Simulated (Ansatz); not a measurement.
Input file:

```yaml
crystal:
  periodic: [false, false, false]
  atoms:
    - {symbol: Si, position_ang: [0.000000, -0.093392, 0.022381]}
    - {symbol: H, position_ang: [0.000000, 1.628385, -1.736028]}
    - {symbol: H, position_ang: [0.000000, 0.973912, 1.112393]}
basis:
  gaussian: {orbitals: cc-pVDZ}
magnetization: {spin_polarized: false}
correlation: {method: ccsdt_q, electrons: all, diis_vectors: 4}
accuracy: high
```

```sh
$ ansatz run in.yaml --threads 1 --pin off --events-out ev --progress --plain --max-ram 2393MiB
```

The program prints:

```
533 factors; integrals over basis functions are off by at most 3.3e-9 eV
mean field evaluation 1: about -7888.6769 eV, gradient 9.9e0 eV
mean field evaluation 2: about -7888.6775 eV, gradient 9.9e0 eV
mean field evaluation 4: about -7889.3482 eV, gradient 8.3e-1 eV
mean field evaluation 8: about -7889.3550 eV, gradient 1.5e-3 eV
mean field evaluation 16: about -7889.3042 eV, gradient 2.7e0 eV
mean field -7889.35503104 eV, -289.9284497938 hartree, gradient 1.8e-8 eV, S^2 0.000000; 0 other end points of the search recorded, 0 dependent functions left out; unrestricted orbitals would lower it
reference -7889.35503104 eV, -289.9284497938 hartree; 8, 8 occupied and 20, 20 virtual orbitals, 533 factors
second order -2.69767559 eV of doubles, -0.00000000 eV of singles
cycle   1  -3.28453459 eV  change   -5.9e-1 eV  update   9.7e-2
cycle   2  -3.77914561 eV  change   -4.9e-1 eV  update   5.5e-2
cycle   3  -3.86885997 eV  change   -9.0e-2 eV  update   2.4e-2
cycle   4  -3.86981990 eV  change   -9.6e-4 eV  update   1.0e-2
cycle   5  -3.87871753 eV  change   -8.9e-3 eV  update   3.3e-3
...
cycle  17  -3.87612296 eV  change    3.6e-8 eV  update   3.4e-7
cycle  18  -3.87612302 eV  change   -6.5e-8 eV  update   2.0e-7
cycle  19  -3.87612296 eV  change    6.6e-8 eV  update   1.1e-7
cycle  20  -3.87612301 eV  change   -5.1e-8 eV  update   4.4e-8
cycle  21  -3.87612300 eV  change    1.2e-8 eV  update   3.4e-8
cycle  22  -3.87612299 eV  change    2.5e-9 eV  update   1.7e-8
cycle  23  -3.87612298 eV  change    1.5e-8 eV  update   8.3e-9
cycle  24  -3.87612297 eV  change    5.3e-9 eV  update   4.1e-9
cycle  25  -3.87612297 eV  change    4.3e-9 eV  update   2.3e-9
cycle  26  -3.87612297 eV  change   1.9e-10 eV  update   1.1e-9
perturbative correction -0.00476481 eV, -0.0001751037 hartree
Total energy: -7893.23591882 eV, -290.0710697893 hartree
```

Ran on 1 thread of Arm Neoverse V1, shared host: 6.5 s wall, 0.19 GiB peak host memory.
